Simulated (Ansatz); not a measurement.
# Si2HCl (SMILES [SiH]#[Si]Cl): functionals against CCSD(T) at one geometry

The task here is to estimate one member of a computed series from the others.

Computed with Ansatz 0.2.0, Gaussian basis. Level: single points in def2-TZVPP.

Correlated methods freeze the cores.

## Starting geometry

SMILES `[SiH]#[Si]Cl`, 4 atoms, charge 0, spin multiplicity 1.

Atoms are counted from 1 here; the program's logs count them from 0.

Bond lengths: Si1–Si2 2.221 Å, Si1–H4 1.417 Å, Si2–Cl3 2.162 Å. Angles: Si2–Si1–H4 167.3°, Si1–Si2–Cl3 95.1°.

Coordinates:

```mol
ClHSi2
  3D, bonds by distance, orders not assigned

  4  3  0  0  0  0  0  0  0  0999 V2000
   -0.6160    0.1187   -0.7713 Si  0  0
    0.5686   -1.3648    0.3820 Si  0  0
    1.4620    0.0900    1.7083 Cl  0  0
   -1.3350    1.2421   -1.2509 H   0  0
  1  2  8  0
  1  4  8  0
  2  3  8  0
M  END
```

The first run:

Input file run/in.yaml:

```yaml
crystal:
  periodic: [false, false, false]
  atoms:
    - {symbol: Si, position_ang: [-0.616000, 0.118700, -0.771300]}
    - {symbol: Si, position_ang: [0.568600, -1.364800, 0.382000]}
    - {symbol: Cl, position_ang: [1.462000, 0.090000, 1.708300]}
    - {symbol: H, position_ang: [-1.335000, 1.242100, -1.250900]}
basis:
  gaussian: {orbitals: def2-TZVPP}
correlation: {method: ccsd_t}
output: {forces: true}
```

The command line of these runs was not kept.

Among the steps run: CCSD(T)/def2-TZVPP; PBE0-D4/def2-TZVPP; wB97M-V/def2-TZVPP; r2SCAN-D4/def2-TZVPP; PBE-D4/def2-TZVPP; HSE06-D4/def2-TZVPP; BHLYP-D4/def2-TZVPP.

One table of the session follows, with a row left open; its other results are not shown here.

| method | RMS force component (eV/Å) | angle to CCSD(T) forces (°) | dipole (D) |
| --- | --- | --- | --- |
| CCSD(T) | 0.657 | reference | 2.80 |
| PBE0-D4 | 0.729 | 9.5 | 2.70 |
| wB97M-V | 0.640 | 9.0 | 2.74 |
| r2SCAN-D4 | ? | ? | ? |
| PBE-D4 | 0.781 | 8.1 | 2.37 |
| HSE06-D4 | 0.729 | 8.8 | 2.68 |
| BHLYP-D4 | 0.601 | 11.0 | 2.91 |

**Question.** Estimate the row for r2SCAN-D4.

The run gave: RMS force component (eV/Å): 0.726; angle to CCSD(T) forces (°): 7.8; dipole (D): 2.61. In the column «RMS force component (eV/Å)» it lies between CCSD(T) (0.657) and PBE0-D4 (0.729).
